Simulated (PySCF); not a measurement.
# Gas-phase thermal properties of SiOCl₂

Energies from PySCF (xtb for GFN2), thermal terms from the rigid-rotor harmonic-oscillator model, ideal gas at 1 bar. 6-31G* has spherical d functions here. All species are closed-shell singlets. B3LYP is the form with VWN-RPA correlation. SiOCl₂: computed as isolated molecules; such fragments, hydroxides, amides, oligomers or adducts are transient or little studied in the gas. The harmonic model lacks anharmonicity and excited electronic states, which grow with temperature; levels with a mode under 35 cm⁻¹ are left out.

```
level           point group  σ  ZPE (kJ/mol)  S°298 (J/mol/K)  Cp298 (J/mol/K)  S°1000 (J/mol/K)  H1000 − H298 (kJ/mol)
--------------  -----------  -  ------------  ---------------  ---------------  ----------------  ---------------------
B3LYP/6-31G*            C2v  2          18.6            302.8             65.6             392.6                   53.0
GFN2-xTB                C2v  2          18.7            305.7             66.3             395.3                   52.9
HF/6-31G*               C2v  2          20.6            298.9             63.7             387.2                   52.3
PBE/def2-SVP            C2v  2          18.0            304.2             66.1             394.4                   53.3
PBE0/def2-TZVP          C2v  2          19.1            301.6             65.0             390.9                   52.8
```
σ: rotational symmetry number. Electronic degeneracy used: 1. Frequencies are unscaled.
